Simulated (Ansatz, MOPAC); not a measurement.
System: P2 (charge 0, singlet). SMILES: P#P

Atoms: P1, P2. Bonds: P1-P2.

Bond lengths (Å) and angles (degrees) optimised at PM6 with MOPAC; HF/STO-3G with Ansatz (a program for electronic structure); HF/3-21G with Ansatz; HF/6-31G* with Ansatz; B3LYP/LANL2DZ with Ansatz; MP2/6-31G* with Ansatz, each started from the B3LYP-D3(BJ)/def2-TZVP structure (Ansatz) of the last column. A row stands for all coordinates that are equal there. 6-31G* holds six Cartesian d functions.

| coordinate | PM6 | HF/STO-3G | HF/3-21G | HF/6-31G* | B3LYP/LANL2DZ | MP2/6-31G* | B3LYP-D3(BJ)/def2-TZVP |
|---|---|---|---|---|---|---|---|
| P1-P2 | 1.820 | 1.808 | 1.929 | 1.859 | 1.997 | 1.935 | 1.889 |

Mean signed difference of all 1 bond lengths from B3LYP-D3(BJ)/def2-TZVP: PM6 -0.069 Å, HF/STO-3G -0.082 Å, HF/3-21G 0.040 Å, HF/6-31G* -0.030 Å, B3LYP/LANL2DZ 0.108 Å, MP2/6-31G* 0.045 Å.
